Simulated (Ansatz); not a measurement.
Barrier F− + CH3Cl (SMILES CCl) via CH3ClF, on the benchmark's geometries as Psi4's copy gives them; open shells unrestricted, no zero-point energy, no spin–orbit coupling.
Transition structure (charge -1, multiplicity 1):
```xyz
6

F      0.000     0.000    -2.538
C      0.000     0.000    -0.488
H      0.000     1.062    -0.615
H     -0.920    -0.531    -0.615
H      0.920    -0.531    -0.615
Cl     0.000     0.000     1.625
```

Codes used: Ansatz (Gaussian orbitals). Each number belongs to the level named beside it.

The barrier height (kcal/mol) and the share of exact exchange:

| functional | exact exchange (%) | value |
|---|---|---|
| PBE/def2-TZVPPD | 0 | -16.49 |
| PBE0/def2-TZVPPD | 25 | -13.40 |
| BLYP/def2-TZVPPD | 0 | -16.30 |
| B3LYP/def2-TZVPPD | 20 | -14.36 |
| BHLYP/def2-TZVPPD | 50 | -12.62 |
| r2SCAN/def2-TZVPPD | 0 | -18.08 |

Q: Take the value as linear in the share of exact exchange along PBE and PBE0. Give the slope, say whether the sign turns, and set the other functionals against that line.

A: 
Slope: (-13.40 − (-16.49))/2.5 = 1.24 kcal/mol for each 10 %. The line keeps its sign from 0 to 100 %. At 50 % it gives -10.3 kcal/mol. The LYP pair gives (-12.62 − (-16.30))/5 = 0.73 for each 10 %. BHLYP, at 50 %, lies -2.3 from the PBE line. B3LYP, at 20 %, lies -0.3 from the PBE line. r2SCAN, with none, stands -1.6 from PBE.

Ansatz is a program for electronic structure.
